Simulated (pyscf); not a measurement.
## Multi-bond step: HO–Si(F)(F)–F (SMILES O[Si](F)(F)F) + HF (SMILES F) + HF (SMILES F) → F–Si(F)(F)–F (SMILES F[Si](F)(F)F) + H₂O (SMILES O) + HF (SMILES F)

Gas phase, singlet surface, charge 0. Bonds broken: Si2–O5, H7–F8, H9–F10. Bonds formed: Si2–F8, O5–H9, H7–F10. Single points on ωB97X-D3(BJ)/def2-SVP structures (PySCF, gas phase).

Transition state (Å):

```xyz
10

F     -1.1982    -1.2348     1.5625
Si    -1.4638    -0.5802     0.1192
F     -1.7199    -1.5215    -1.1576
F     -3.0131    -0.1111     0.3664
O     -1.0080     1.0818    -0.1406
H     -1.7453     1.7021    -0.0600
H      0.9795     0.0647    -0.4122
F      0.3578    -0.8581    -0.2027
H      0.1559     1.3788    -0.3902
F      1.2387     1.1816    -0.5744
```

One imaginary mode, 750i cm⁻¹; descent along it reached the two sides named, in the forms told below.

| bond | change | reactant side (Å) | saddle | product side |
|---|---|---|---|---|
| Si2–O5 | breaks | 1.679 | 1.743 | 1.855 |
| H7–F8 | breaks | 0.965 | 1.132 | 1.576 |
| H9–F10 | breaks | 0.962 | 1.116 | 1.563 |
| Si2–F8 | forms | 2.202 | 1.871 | 1.703 |
| O5–H9 | forms | 1.572 | 1.227 | 1.000 |
| H7–F10 | forms | 1.512 | 1.158 | 0.957 |

Electronic energies relative to the separated reactants (eV):

```
level                   barrier  reaction energy  reverse barrier
----------------------  -------  ---------------  ---------------
ωB97X-D3(BJ)/def2-TZVP    -0.19            -0.30             0.11
PBE/def2-TZVP             -0.38            -0.34            -0.04
r²SCAN/def2-TZVP          -0.45            -0.34            -0.11
B3LYP-D3(BJ)/def2-TZVP    -0.23            -0.32             0.10
PBE0-D3(BJ)/def2-TZVP     -0.32            -0.30            -0.02
M06-2X/def2-TZVP          -0.36            -0.29            -0.07
ωB97M-D3(BJ)/def2-TZVP    -0.20            -0.32             0.12
HF/def2-TZVP               0.73            -0.34             1.07
```

With ωB97M-D3(BJ)/def2-TZVP energies and thermal terms (ideal gas, 1 atm, RRHO with modes under 100 cm⁻¹ raised to 100, one conformer, R ln 2 for rigid chiral ones), in eV:

```
T (K)    ΔH‡   ΔG‡     ΔH     ΔG
-----  -----  ----  -----  -----
298    -0.20  0.74  -0.30  -0.24
600    -0.23  1.72  -0.32  -0.17
900    -0.20  2.68  -0.34  -0.09
1200   -0.15  3.64  -0.36   0.00
```

On the reactant side the descent ends in an adduct with a F–Si contact, 0.46 eV under the separated species and 0.27 eV under the saddle at ωB97X-D3(BJ)/def2-TZVP. On the product side the descent ends in an adduct with a O–Si contact, 0.21 eV under the separated species and 0.33 eV under the saddle at ωB97X-D3(BJ)/def2-TZVP. At ωB97X-D3(BJ), PBE, r²SCAN, B3LYP-D3(BJ), PBE0-D3(BJ), M06-2X, ωB97M-D3(BJ) the saddle lies under the separated reactants, which points to a path from their complex (located at ωB97X-D3(BJ) alone). At PBE, r²SCAN, PBE0-D3(BJ), M06-2X the saddle lies under the separated products, which points to a path from their complex (located at ωB97X-D3(BJ) alone). What is counted as formed (F–Si) is already present as a longer contact in the reactant adduct; forming that adduct is a step of its own. What is counted as broken (O–Si) persists as a longer contact in the product adduct; parting that adduct is a step of its own. One saddle was located; it need not be the lowest between these sides.
